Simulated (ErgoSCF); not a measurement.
# C2H4O2 (glycolaldehyde): HF/def2-SVPD

Aim: the vertical electron affinity of C2H4O2 (glycolaldehyde) at HF/def2-SVPD, from 2 runs. 

Program for the calculation: ErgoSCF 3.8.

6 further runs of the same task are left out: 6 set aside as unsound or not needed.

**1. The molecule**

The species is C2H4O2 (8 atoms), meant as a singlet with charge 0. As SMILES, `O=CCO`. Geometry: relaxed at PBE0-D4/def2-TZVP. This is one conformer, not always the lowest.

Bond lengths: O1–C2 1.203 Å, C2–C3 1.497 Å, C3–O4 1.387 Å, C2–H5 1.108 Å, C3–H6 1.102 Å, C3–H7 1.102 Å, O4–H8 0.969 Å. Angles: O1–C2–C3 121.7°, C2–C3–O4 112.2°, O1–C2–H5 121.6°, C3–C2–H5 116.7°, C2–C3–H6 107.5°, C2–C3–H7 107.6°, O4–C3–H6 111.6°, O4–C3–H7 111.6°, C3–O4–H8 105.9°, H6–C3–H7 106.0°.

**2. The energy at HF/def2-SVPD**

Input file run.inp:

```
set_nthreads("env")
molecule_inline
O     -1.28010048    -0.34941036    -2.98179885
C      0.35148906     0.55180003    -1.68110036
C      0.46241598     0.07785672     1.10492287
O     -1.48891521    -1.46869514     1.92279633
H      1.84739626     1.77426386    -2.48650163
H      2.32587491    -0.75041024     1.52708768
H      0.42556632     1.92827654     2.05904559
H     -2.46968307    -1.87177373     0.43010167
EOF
scf.output_mulliken_pop = 1
basis = "def2-SVPD"
tmpdir = "."
scf.max_number_of_iterations = 120
scf.use_diagonalization = 1
charge = 0
run "HF"
```

The basis set def2-SVPD is read from a file made from the Basis Set Exchange's data (not shown).

On the command line:

```bash
$ ergo run.inp
```

Output:

```text
[...]
INSC SCF_general constructor, number of basis functions: 118
[...]
INSC Energy   1 =        -70.86250124012
[...]
INDE E_LUMO =          0.09053301791
[...]
INSC Energy  19 =       -227.61141280385  ( diff     -0.000000000000796 )
[...]
RESC CONVERGED after  19 iterations.
RESC FINAL ENERGY:       -227.61141280385
[...]
INSC SCF: dipole_moment_x [atomic units] =       0.94089438
INSC SCF: dipole_moment_y [atomic units] =       0.65415106
INSC SCF: dipole_moment_z [atomic units] =       0.06615483
[...]
```

Run time: 98 s. Hardware: 1 thread of Arm Neoverse V2, shared host.

**3. The doublet anion**

Input file input.xyz:

```xyz
8
C2H4O2
O     -0.677400    -0.184900    -1.577900
C      0.186000     0.292000    -0.889600
C      0.244700     0.041200     0.584700
O     -0.787900    -0.777200     1.017500
H      0.977600     0.938900    -1.315800
H      1.230800    -0.397100     0.808100
H      0.225200     1.020400     1.089600
H     -1.306900    -0.990500     0.227600
```

Input file run.inp:

```
set_nthreads(1)
molecule "input.xyz"
basis = "def2-SVPD"
tmpdir = "."
charge = -1
scf.output_mulliken_pop = 1
scf.max_number_of_iterations = 120
scf.use_diagonalization = 1
spin_polarization = 1
run "HF"
```

The basis set def2-SVPD is read from a file made from the Basis Set Exchange's data (not shown).

On the command line:

```bash
$ ergo < run.inp
```

Output:

```text
[...]
INSC SCF_general constructor, number of basis functions: 118
[...]
INSC Energy   1 =        -72.36483765535
[...]
INDE E_LUMO =          0.25343100327
[...]
INSC Energy  23 =       -227.54470737135  ( diff     -0.000000000002785 )
[...]
RESC CONVERGED after  23 iterations.
RESC FINAL ENERGY:       -227.54470737135
RESC FINAL <S2> =          0.76883517237
[...]
INSC SCF: dipole_moment_x [atomic units] =       0.78689732
INSC SCF: dipole_moment_y [atomic units] =       0.31731913
INSC SCF: dipole_moment_z [atomic units] =       1.37159049
[...]
```

Run time: 3.3 min. Hardware: 1 thread of Arm Neoverse V2, shared host.

**4. What came out**

At HF/def2-SVPD:

```
                                         quantity          value
                     singlet C2H4O2: total energy  -227.61141 Eh
                    singlet C2H4O2: dipole moment         2.92 D
                      doublet anion: total energy  -227.54471 Eh
                              doublet anion: ⟨S²⟩          0.769
vertical electron affinity (to the doublet anion)      -1.815 eV
```

In words: The anion lies 1.82 eV (175 kJ/mol) above the neutral: the electron isn't bound at this level, and such a value depends on the basis. Hartree–Fock misses the correlation that binds many anions. Mulliken charges (singlet C2H4O2) run from -0.67 on O1 to +0.55 on C3; in a basis this large or diffuse they mean little.
